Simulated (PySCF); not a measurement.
**From one method to the next for SF**

Starting from one script, swap the method and compare what comes out for SF.

Computed with PySCF 2.14.0. Level: method and basis as typed in the scripts.

1 further run of the same task is left out (it didn't finish).

## 1. The starting structure

SF: 2 atoms, charge 0, spin multiplicity 2.

Bond lengths: S1–F2 1.600 Å.

## 2. Base script

Input file input.py:

```python
from pyscf import gto, scf, cc

mol = gto.M(
    atom='S 0 0 0; F 0 0 1.6',
    basis='cc-pvdz',
    charge=0,
    spin=1,
    verbose=4,
)
mf = scf.UHF(mol)
mf.kernel()
mycc = cc.CCSD(mf)
mycc.kernel()
mycc.ccsd_t()
mf.dip_moment()
print('orbital energies (hartree):', [e[max(0, n-3):n+3].round(4) for e, n in zip(mf.mo_energy, mol.nelec)])
```

On the command line:

```sh
OMP_NUM_THREADS=1 python input.py
```

## 3. CCSD

Edit 1 changes step after the SCF: ccsd(t) → ccsd.

Edit input.py of step 2 so:

```diff
@@ -13,3 +13,2 @@
 mycc.kernel()
-mycc.ccsd_t()
 mf.dip_moment()
```

## 4. Stability test

Edit 2 changes step after the SCF: ccsd(t) → stability.

Edit input.py of step 2 so:

```diff
@@ -1,2 +1,2 @@
-from pyscf import gto, scf, cc
+from pyscf import gto, scf
 
@@ -11,5 +11,3 @@
 mf.kernel()
-mycc = cc.CCSD(mf)
-mycc.kernel()
-mycc.ccsd_t()
+mf.stability(internal=True, external=True)
 mf.dip_moment()
```

## 5. SCF alone

Edit 3 changes step after the SCF: ccsd(t) → none.

Edit input.py of step 2 so:

```diff
@@ -1,2 +1,2 @@
-from pyscf import gto, scf, cc
+from pyscf import gto, scf
 
@@ -11,5 +11,2 @@
 mf.kernel()
-mycc = cc.CCSD(mf)
-mycc.kernel()
-mycc.ccsd_t()
 mf.dip_moment()
```

## 6. MP2

Edit 4 changes step after the SCF: ccsd(t) → mp2; frozen orbitals: none → 6.

Edit input.py of step 2 so:

```diff
@@ -1,2 +1,2 @@
-from pyscf import gto, scf, cc
+from pyscf import gto, scf, mp
 
@@ -11,5 +11,3 @@
 mf.kernel()
-mycc = cc.CCSD(mf)
-mycc.kernel()
-mycc.ccsd_t()
+mp.MP2(mf, frozen=6).kernel()
 mf.dip_moment()
```

Q: Predict the outcome of this session. Wanted: for each run, E(SCF); from base; gap, α spin; SCF dipole; after the SCF.

**Answer**, as computed:

| run | E(SCF) (hartree) | from base (eV) | cycles | gap, α spin (eV) | SCF dipole (D) | after the SCF |
| --- | --- | --- | --- | --- | --- | --- |
| base | -496.907601 | 0 | 11 | 14.17 | 1.50 | CCSD(T) correlation -8.838 eV |
| CCSD | -496.907601 | 0.0000 | 11 | 14.17 | 1.50 | CCSD correlation -8.661 eV |
| stability test | -496.907601 | 0.0000 | 11 | 14.17 | 1.50 | unstable: UHF/UKS -> GHF/GKS |
| SCF alone | -496.907601 | 0.0000 | 11 | 14.17 | 1.50 | n/a |
| MP2 | -496.907601 | 0.0000 | 11 | 14.17 | 1.50 | MP2 correlation -7.951 eV, core frozen |

In words: On the same reference and core, CCSD(T) gains 8.84 eV in 4.2 s; CCSD reaches 98 % of that in 2.9 s.
